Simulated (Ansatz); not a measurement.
Cs2AgBiBr6 (Fm-3m, No. 225), treated with PBE in Ansatz (PAW).

Run with plane-wave cutoff 500 eV, 6×6×6 k mesh, Fermi–Dirac smearing 0.05 eV, no spin polarisation, scalar-relativistic PAW data made under PBE.

Cell (relaxed at this level):

```cif
data_AgBiBr6Cs2
_chemical_formula_sum 'Cs2 Ag1 Bi1 Br6'
_space_group_name_H-M_alt 'P 1'
_space_group_IT_number 1
_cell_length_a 8.11816
_cell_length_b 8.11816
_cell_length_c 8.11816
_cell_angle_alpha 60.000
_cell_angle_beta 60.000
_cell_angle_gamma 60.000
loop_
_space_group_symop_operation_xyz
  'x, y, z'
loop_
_atom_site_label
_atom_site_type_symbol
_atom_site_fract_x
_atom_site_fract_y
_atom_site_fract_z
_atom_site_occupancy
Cs1 Cs 0.75000 0.75000 0.75000 1
Cs2 Cs 0.25000 0.25000 0.25000 1
Ag1 Ag 0.50000 0.50000 0.50000 1
Bi1 Bi 0.00000 0.00000 0.00000 1
Br1 Br 0.74865 0.25135 0.25135 1
Br2 Br 0.25135 0.74865 0.74865 1
Br3 Br 0.25135 0.74865 0.25135 1
Br4 Br 0.74865 0.25135 0.74865 1
Br5 Br 0.25135 0.25135 0.74865 1
Br6 Br 0.74865 0.74865 0.25135 1
```

Estimate the band gap that the calculation returns.


band gap: 1.33 eV (on the SCF k mesh)

Note: the volume lies 7 % above that of the published cell.

Spin–orbit coupling is not included; with these elements it can move the gap by several tenths of an eV or more.

Computed values are for the static lattice.

Computing time: very roughly 80 core-seconds.

Ansatz is an electronic-structure program.
